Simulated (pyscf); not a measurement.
CH₃⁻ + formaldehyde (H₂C=O) → methane (CH₄) + HC⁻=O (proton transfer; singlet surface; C–H broken, C–H formed). Optimised with ωB97X-D3(BJ)/def2-SVPD in PySCF. Correlated levels are frozen-core, on RHF or UHF. ΔMP2 is the change of the MP2 total energy from the triple- to the quadruple-zeta basis. Energies in eV from the separated reactants.

```tsv
level	barrier	reaction energy
B3LYP-D3(BJ)/def2-TZVPD	-0.54	-1.10
PBE0-D3(BJ)/def2-TZVPD	-0.59	-1.06
M06-2X/def2-TZVPD	-0.45	-1.08
ωB97M-D3(BJ)/def2-TZVPD	-0.43	-1.10
CCSD/def2-TZVPPD	?	-1.05
CCSD(T)/def2-TZVPPD	-0.37	-1.04
CCSD(T)/def2-TZVPPD + ΔMP2(QZVPPD)	?	?
```

### Question
Fill in the missing entries.

### Answer

- CCSD/def2-TZVPPD, barrier: -0.30
- CCSD(T)/def2-TZVPPD + ΔMP2(QZVPPD), barrier: -0.35
- CCSD(T)/def2-TZVPPD + ΔMP2(QZVPPD), reaction energy: -1.03

Of the functionals in the table, ωB97M-D3(BJ) is closest to CCSD(T)/def2-TZVPPD + ΔMP2(QZVPPD) in the barrier (0.08 eV apart) and PBE0-D3(BJ) least close (0.24 eV); that level has limits of its own. On the reactant side the descent ends in a bound adduct, 0.65 eV under the separated species and 0.20 eV under the saddle at ωB97X-D3(BJ)/def2-TZVPD. At B3LYP-D3(BJ), PBE0-D3(BJ), M06-2X, ωB97M-D3(BJ), CCSD, CCSD(T), CCSD(T) the saddle lies under the separated reactants, which points to a path from their complex (located at ωB97X-D3(BJ) alone). At ωB97X-D3(BJ) the barrier from the zero used here is -0.45 eV. One saddle was located; it need not be the lowest between these sides. The angle at the transferred H is 177°. The CCSD(T) − MP2 part came from Ansatz, without density fitting, on the same reference.
